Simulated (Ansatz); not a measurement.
Geometry optimisation, Ansatz, RKS r2SCAN/def2-SVP.

The input (input.yaml):

```yaml
crystal:
  periodic: [false, false, false]
  atoms:
    - { symbol: B, position_ang: [0.0, 0.0, 0.0] }
    - { symbol: F, position_ang: [0.0, 0.0, 1.67] }
    - { symbol: Cl, position_ang: [1.6108, 0.0, -0.93] }
    - { symbol: H, position_ang: [-1.0305, 0.0, -0.595] }
    - { symbol: H, position_ang: [0.3178, 1.3778, 0.4698] }
    - { symbol: H, position_ang: [0.2504, 1.0858, 1.3144] }
basis:
  gaussian: { orbitals: def2-SVP }
hamiltonian:
  xc: r2scan
relax:
  f_tol: 0.15
  max_steps: 25
  restrain:
    - { distance: [0, 4], at: 1.19, k: 30.0 }
    - { distance: [5, 1], at: 0.92, k: 30.0 }
    - { distance: [0, 1], at: 2.52, k: 30.0 }
    - { distance: [5, 4], at: 1.86, k: 30.0 }
```

Command:

```bash
$ ansatz run input.yaml --threads 1 --pin off --max-ram 2048MiB --backend cpu --events-out ev --progress --plain --runs-dir out
```

Task: Where does it end, and by what steps?

Result: It converged. The restraints hold the end off the free minimum; the threshold counts their pulls, which the force column leaves out. Restrained pairs: B1–H5 (1.49 → 1.20 Å), F2–H6 (1.17 → 0.93 Å), B1–F2 (1.67 → 2.52 Å), H5–H6 (0.90 → 1.86 Å). After 7 steps the energy has fallen by 1.730 eV (the restraints' own energy left out); B1 moved furthest, 0.62 Å.

| step | energy less start (eV) | largest force component (eV/Å) | accepted |
| --- | --- | --- | --- |
| 0 | 0.0000 | 3.687 | yes |
| 1 | -0.4132 | 4.179 | yes |
| 2 | -1.1151 | 2.946 | yes |
| 3 | -1.4953 | 1.569 | yes |
| 4 | -1.6119 | 0.990 | yes |
| 5 | -1.6761 | 0.738 | yes |
| 6 | -1.7176 | 0.419 | yes |
| 7 | -1.7303 | 0.311 | yes |

```xyz
6
Properties=species:S:1:pos:R:3
B 0.107 0.444 -0.413
F 0.065 -0.016 2.062
Cl 1.592 -0.252 -1.013
H -0.933 -0.122 -0.607
H 0.168 1.534 0.080
H 0.150 0.875 1.820
```

The run took 24 s on 1 thread of Arm Neoverse V1 (shared host), peak memory 0.13 GiB.
